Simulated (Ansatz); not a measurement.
# H4Si: the cost of one run

Method: DFT PBE, Gaussian basis def2-SVP, and further levels as typed in the inputs, in Ansatz 0.2.0.

**1. The system as given**

Bond lengths: Si1–H2 1.471 Å, Si1–H3 1.471 Å, Si1–H4 1.471 Å, Si1–H5 1.471 Å. Angles: H2–Si1–H3 109.5°, H2–Si1–H4 109.5°, H2–Si1–H5 109.5°, H3–Si1–H4 109.5°, H3–Si1–H5 109.5°, H4–Si1–H5 109.5°.

Structure file:

```xyz
5

Si    0.0000    0.0000    0.0000
H    -0.1670    1.2157   -0.8104
H    -0.7404    0.1466    1.2620
H     1.4272   -0.2037    0.2898
H    -0.5198   -1.1586   -0.7415
```

**2. Relaxing the atoms: H4Si**

input.yaml

```yaml
crystal:
  periodic: [false, false, false]
  atoms:
    - { symbol: Si, position_ang: [0.0, 0.0, 2.0e-06] }
    - { symbol: H, position_ang: [-0.166975, 1.215688, -0.810354] }
    - { symbol: H, position_ang: [-0.740425, 0.146637, 1.262036] }
    - { symbol: H, position_ang: [1.427218, -0.20371, 0.289838] }
    - { symbol: H, position_ang: [-0.519818, -1.158615, -0.741522] }
basis:
  gaussian: { orbitals: def2-SVP }
hamiltonian:
  xc: pbe
relax:
  f_tol: 0.003
  max_steps: 150
output:
  orbitals: {}
```

Launch:

```sh
> ansatz run input.yaml --threads 4 --pin off --max-ram 10240MiB --backend cpu --events-out ev --progress --plain --runs-dir out
```

What time and memory should one allow on 4 threads of AMD EPYC 9R45 (Zen 5), shared host?

About 1 s, with a peak of 0.1 GiB.
